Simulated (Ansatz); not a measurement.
Born–Oppenheimer molecular dynamics of CH₃AlB (6 atoms, charge 0, multiplicity 2). It starts from a relaxed structure.

Level of theory: Ansatz 0.2.0, UHF/def2-SVP.

```json
{
  "ensemble": "NVT, Nosé–Hoover chain",
  "time step": "0.25 fs",
  "steps asked": "250",
  "set temperature": "500 K",
  "thermostat": "time constant 20 fs, chain length 5",
  "seed": "381521"
}
```

First frame:

```xyz
6
Properties=species:S:1:pos:R:3
C 0.582 -0.126 -1.242
B -0.024 0.133 0.010
Al -0.925 0.733 1.790
H 0.879 -1.123 -1.550
H 0.782 0.664 -1.960
H -1.294 -0.281 2.951
```

(1) How far do the bonds stretch over the last three quarters of this one trajectory? (Pairs bonded in most of those frames.)

## Answers

(1) 
| bond | mean (Å) | spread (Å) | shortest | longest |
| --- | --- | --- | --- | --- |
| C1–B2 | 1.408 | 0.020 | 1.37 | 1.44 |
| C1–H4 | 1.095 | 0.020 | 1.06 | 1.14 |
| C1–H5 | 1.092 | 0.048 | 1.01 | 1.16 |
| B2–Al3 | 2.085 | 0.102 | 1.96 | 2.22 |
| Al3–H6 | 1.586 | 0.007 | 1.57 | 1.60 |

Mean temperature of the second half: 410 K. The conserved energy stayed within 0.13 meV per atom of its start (net change 0.12 meV per atom), so the integration is sound. The mean temperature of the second half is 18 % below the set value. A run of 0.062 ps of so small a system gives no equilibrium averages.

Time of the run: 2.7 min on 1 thread of Arm Neoverse V2, with other jobs on the host, peak memory 0.12 GiB.
